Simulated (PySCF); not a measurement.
# SiPH4 (SMILES [SiH2]P) at FCI/STO-6G

What is the energy change on altering one bond length of SiPH4 at FCI/STO-6G? 

Program for the calculation: PySCF 2.14.0.

10 further runs of the same task are left out: 1 that didn't finish, 9 set aside as unsound or not needed.

## 1. The molecule

SiPH4: 6 atoms, total charge 0, spin state doublet. SMILES: `[SiH2]P`. The coordinates come from a GFN2-xTB relaxation. This is one conformer, not always the lowest.

Bond lengths: Si1–P2 2.220 Å, Si1–H3 1.467 Å, Si1–H4 1.466 Å, P2–H5 1.384 Å, P2–H6 1.384 Å. Angles: Si1–P2–H5 96.4°, Si1–P2–H6 96.4°, P2–Si1–H3 109.7°, P2–Si1–H4 109.7°, H5–P2–H6 92.6°, H3–Si1–H4 109.1°.

## 2. A single-point energy at FCI/STO-6G

Input file job.py:

```python
from pyscf import gto, mcscf

system = gto.M(
    atom='''
Si       0.127020      -0.986120      -0.104660
P       -0.338670       1.170000       0.142220
H       -0.300620      -1.724700       1.087920
H       -0.579260      -1.514310      -1.276300
H        0.434680       1.617150      -0.915300
H        0.656850       1.437980       1.066130
''',
    basis='sto-6g',
    verbose=3,
    max_memory=1860,
    spin=1,
    charge=0,
)

mf = system.ROHF()
mf.conv_tol = 1e-10
mf.kernel()
if not mf.converged:
    mf = mf.newton().run(mf.mo_coeff, mf.mo_occ)

cas = mcscf.CASCI(mf, mf.mo_coeff.shape[-1] - 10, (system.nelec[0] - 10, system.nelec[1] - 10))  # full CI above the frozen core
cas.fix_spin_(ss=0.75)
cas.kernel()
e_tot = cas.e_tot
print('Final energy', e_tot)
```

On the command line:

```sh
$ OMP_NUM_THREADS=1 python job.py
```

Standard output:

```text
converged SCF energy = -629.710991889937
CASCI E = -629.808401391345  E(CI) = -28.0153540557234  S^2 = 0.7500000
Final energy -629.8084013913453
```

It took 17 s on 1 thread of Arm Neoverse V1, shared host; peak memory 0.28 GiB.

## 3. The distorted shape, same level

Input file input.py:

```python
from pyscf import gto, scf, mcscf

mol = gto.M(
    atom=[
    ('Si', (1.398306, -0.035391, 2.004262)),
    ('P', (0.932616, 2.120729, 2.251142)),
    ('H', (0.970666, -0.773971, 3.196842)),
    ('H', (-0.579260, -1.514310, -1.276300)),
    ('H', (1.705966, 2.567879, 1.193622)),
    ('H', (1.928136, 2.388709, 3.175052)),
],
    spin=1,
    verbose=4,
    max_memory=1860,
    basis='sto-6g',
)

mf = scf.ROHF(mol)
mf.conv_tol = 1e-10
mf.kernel()
if not mf.converged:
    mf = mf.newton().run(mf.mo_coeff, mf.mo_occ)

cas = mcscf.CASCI(mf, mf.mo_coeff.shape[-1] - 10, (mol.nelec[0] - 10, mol.nelec[1] - 10))  # full CI above the frozen core
cas.fix_spin_(ss=0.75)
cas.kernel()
etot = cas.e_tot
print('E(%s) = %.9f' % ('FCI', etot))
```

On the command line:

```sh
$ OMP_NUM_THREADS=1 python input.py
```

Standard output:

```text
PySCF version 2.14.0

[INPUT] num. atoms = 6
[INPUT] num. electrons = 33
[INPUT] charge = 0
[INPUT] spin (= nelec alpha-beta = 2S) = 1
[INPUT] symmetry False subgroup None
[INPUT] Mole.unit = angstrom
[INPUT] Symbol           X                Y                Z      unit          X                Y                Z       unit  Magmom
[INPUT]  1 Si     1.398306000000  -0.035391000000   2.004262000000 AA    2.642415378336  -0.066879297274   3.787506261873 Bohr   0.0
[INPUT]  2 P      0.932616000000   2.120729000000   2.251142000000 AA    1.762388819387   4.007596994423   4.254041847506 Bohr   0.0
[INPUT]  3 H      0.970666000000  -0.773971000000   3.196842000000 AA    1.834292898427  -1.462593218356   6.041155843507 Bohr   0.0
[INPUT]  4 H     -0.579260000000  -1.514310000000  -1.276300000000 AA   -1.094642754916  -2.861631167690  -2.411857452782 Bohr   0.0
[INPUT]  5 H      1.705966000000   2.567879000000   1.193622000000 AA    3.223808517820   4.852588031022   2.255618676256 Bohr   0.0
[INPUT]  6 H      1.928136000000   2.388709000000   3.175052000000 AA    3.643648970914   4.514005801284   5.999978711253 Bohr   0.0

nuclear repulsion = 78.7487926882045
number of shells = 14
number of NR pGTOs = 132
number of NR cGTOs = 22
basis = sto-6g
ecp = {}

******** <class 'pyscf.scf.rohf.ROHF'> ********
method = ROHF
initial guess = minao
damping factor = 0
level_shift factor = 0
DIIS = <class 'pyscf.scf.diis.CDIIS'>
diis_start_cycle = 1
diis_space = 8
diis_damp = 0
SCF conv_tol = 1e-10
SCF conv_tol_grad = None
SCF max_cycles = 50
direct_scf = True
direct_scf_tol = 1e-13
num. doubly occ = 16  num. singly occ = 1
Set gradient conv threshold to 1e-05
init E= -628.914301922052
  HOMO = -0.112999023995346  LUMO = 0.0450256213598442  gap/eV = 4.30007
cycle= 1 E= -629.209950137897  delta_E= -0.296  |g|= 0.184  |ddm|= 1.94
  HOMO = 0.00562739379889998  LUMO = 0.157629936790929  gap/eV = 4.13620
cycle= 2 E= -628.95656040229  delta_E= 0.253  |g|= 0.331  |ddm|= 2.22
  HOMO = -0.00655208985475508  LUMO = 0.120005325120861  gap/eV = 3.44380
cycle= 3 E= -629.555805795913  delta_E= -0.599  |g|= 0.0516  |ddm|= 1.59
  HOMO = -0.0609445306777322  LUMO = 0.202877713516901  gap/eV = 7.17897
cycle= 4 E= -629.55665225954  delta_E= -0.000846  |g|= 0.0311  |ddm|= 0.149
  HOMO = -0.0745602938456329  LUMO = 0.220067914514098  gap/eV = 8.01724
cycle= 5 E= -629.557000561765  delta_E= -0.000348  |g|= 0.0227  |ddm|= 0.147
  HOMO = -0.067728566484512  LUMO = 0.207759339846516  gap/eV = 7.49641
cycle= 6 E= -629.557431121456  delta_E= -0.000431  |g|= 0.0176  |ddm|= 0.133
  HOMO = -0.0732948959268505  LUMO = 0.212020920849157  gap/eV = 7.76384
cycle= 7 E= -629.55798327902  delta_E= -0.000552  |g|= 0.00838  |ddm|= 0.0634
  HOMO = -0.0798403139479821  LUMO = 0.214427534881592  gap/eV = 8.00744
cycle= 8 E= -629.558023720507  delta_E= -4.04e-05  |g|= 0.00453  |ddm|= 0.0111
  HOMO = -0.0834149317054583  LUMO = 0.215655934138451  gap/eV = 8.13813
cycle= 9 E= -629.558032454632  delta_E= -8.73e-06  |g|= 0.00239  |ddm|= 0.00804
  HOMO = -0.0851056060590726  LUMO = 0.215687558603881  gap/eV = 8.18500
cycle= 10 E= -629.55803970408  delta_E= -7.25e-06  |g|= 0.000381  |ddm|= 0.00723
  HOMO = -0.0852386388477644  LUMO = 0.215677385467746  gap/eV = 8.18834
cycle= 11 E= -629.558039918207  delta_E= -2.14e-07  |g|= 0.000126  |ddm|= 0.00127
  HOMO = -0.0852464115276789  LUMO = 0.215669357430613  gap/eV = 8.18834
cycle= 12 E= -629.558039943609  delta_E= -2.54e-08  |g|= 6.86e-05  |ddm|= 0.000372
  HOMO = -0.085251078528133  LUMO = 0.215673634477821  gap/eV = 8.18858
cycle= 13 E= -629.558039955965  delta_E= -1.24e-08  |g|= 3.6e-05  |ddm|= 0.00033
  HOMO = -0.0852446024619559  LUMO = 0.215674926623036  gap/eV = 8.18844
cycle= 14 E= -629.558039958909  delta_E= -2.94e-09  |g|= 2.12e-05  |ddm|= 0.000175
  HOMO = -0.0852420939854173  LUMO = 0.215675564238705  gap/eV = 8.18839
cycle= 15 E= -629.558039960078  delta_E= -1.17e-09  |g|= 5e-06  |ddm|= 0.000127
  HOMO = -0.0852420313729806  LUMO = 0.215675775342738  gap/eV = 8.18839
cycle= 16 E= -629.558039960118  delta_E= -4.06e-11  |g|= 1.88e-06  |ddm|= 1.87e-05
  HOMO = -0.0852420025043232  LUMO = 0.215675751727937  gap/eV = 8.18839
Extra cycle  E= -629.55803996012  delta_E= -1.36e-12  |g|= 1.6e-06  |ddm|= 8.32e-06
converged SCF energy = -629.55803996012

******** <class 'pyscf.mcscf.casci.CASCI'> ********
CAS (7e+6e, 12o), ncore = 10, nvir = 0
natorb = False
canonicalization = True
sorting_mo_energy = False
******** <class 'pyscf.fci.addons.SpinPenaltyFCISolver'> ********
max. cycles = 200
conv_tol = 1e-08
davidson only = True
linear dependence = 1e-12
level shift = 0.001
max iter space = 12
nroots = 1
pspace_size = 400
spin = None
Density matrix diagonal elements [1.98915182 1.97420704 1.96885516 1.9679455  1.96899224 1.93868009
 1.00000183 0.06251753 0.03874194 0.03524766 0.02954864 0.02611056]
CASCI converged
CASCI E = -629.653579587739  E(CI) = -26.3448218598289  S^2 = 0.7500000
E(FCI) = -629.653579588
```

Run time: 21 s. Hardware: 1 thread of Arm Neoverse V1, shared host; peak memory 0.28 GiB.

## 4. Summary of results

Level: FCI/STO-6G, 10 core orbitals frozen.

| quantity | value |
| --- | --- |
| first shape: total energy | -629.80840 Eh |
| first shape: dipole moment (Hartree–Fock density) | 1.25 D |
| first shape: correlation energy (10 core orbitals frozen) | -97.4 mEh |
| distorted shape: total energy | -629.65358 Eh |
| distorted shape: dipole moment (Hartree–Fock density) | 0.68 D |
| distorted shape: correlation energy (10 core orbitals frozen) | -95.5 mEh |
| energy change with the Si1–H4 bond stretched from 1.466 to 4.106 Å | 4.213 eV |

**Reading.** With the Si1–H4 bond stretched from 1.466 to 4.106 Å the energy rises by 4.21 eV (406 kJ/mol). The first shape isn't relaxed at this level, so the change isn't measured from a minimum. The minimal basis adds a large error of its own. Mulliken charges (distorted shape) of the mean-field density run from -0.22 on H3 to +0.34 on Si1; they depend strongly on the basis.
